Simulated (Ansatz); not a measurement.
The input, for Ansatz 0.2.0:

```yaml
crystal:
  periodic: [false, false, false]
  atoms:
    - {symbol: B, position_ang: [0.000000, -0.085001, 0.010567]}
    - {symbol: H, position_ang: [0.000000, 0.487634, -1.200915]}
    - {symbol: H, position_ang: [0.000000, 0.424072, 1.087575]}
basis:
  gaussian: {orbitals: aug-cc-pVTZ}
magnetization: {spin_polarized: true, initial_magnetization: 1}
hamiltonian: {xc: {name: PBE0}}
output: {orbitals: {seedname: orbitals}}
```

```sh
$ ansatz run in.yaml --threads 1 --pin off --events-out ev --progress --plain --max-ram 2764MiB --backend cpu
```

(1) Roughly how long does this take on 1 thread of AMD EPYC 7R13, shared host, and how much host memory?

```
363 factors; their error is unknown
mean field evaluation 1: about -703.9868 eV, gradient 7.6e0 eV
mean field evaluation 2: about -704.3491 eV, gradient 3.2e0 eV
mean field evaluation 4: about -704.4252 eV, gradient 1.2e-1 eV
mean field evaluation 8: about -704.4148 eV, gradient 2.3e-2 eV
mean field evaluation 16: about -704.4148 eV, gradient 3.7e-5 eV
mean field -704.41482173 eV, -25.8867672290 hartree, gradient 3.7e-5 eV, S^2 0.752028; 1 other end points of the search recorded, 0 dependent functions left out
reference -704.41486086 eV, -25.8867686669 hartree; 4, 3 occupied and 88, 89 virtual orbitals, 363 factors
Total energy: -704.41486086 eV, -25.8867686669 hartree
```

## Answers

(1) 0.95 s wall and 0.14 GiB.
